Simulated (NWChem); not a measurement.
System: C₂H₃O, doublet; SMILES C[C]=O

NWChem input:

```
start job
memory heap 200 mb stack 900 mb global 1100 mb
geometry units angstroms noautoz
  C      0.102473     1.165886     0.000000
  C     -0.429450    -0.242817     0.000000
  O      0.173369    -1.272904     0.000000
  H     -0.296256     1.696967     0.887856
  H     -0.296256     1.696967    -0.887856
  H      1.214083     1.192052     0.000000
end
basis spherical
  C library 6-311++g**
  O library 6-311++g**
  H library 6-311++g**
end
dft
  odft
  mult 2
  xc xtpss03 ctpss03
  iterations 150
  mulliken
end
task dft energy
```

In the optimisation the excess spin sits in a' (Cs, its own frame). Structure relaxed at the PBE-D3(BJ)/def2-SVP, spin-unrestricted level. No stability test was run on the SCF state.

Problem. Predict the main results of this run. (TPSS/6-311++G** (spherical d), spin-unrestricted.) Quantities: basis functions; energy (Ha); highest occupied level (eV); lowest empty minus highest occupied level, either spin (eV); dipole (D); <S²>.

Solution. 
```json
{
  "number_of_basis_functions": "87",
  "energy (Ha)": "-153.25",
  "highest occupied level (eV)": "-4.60",
  "lowest empty minus highest occupied level, either spin (eV)": "1.91",
  "dipole (D)": "2.62",
  "<S²>": "0.753"
}
```
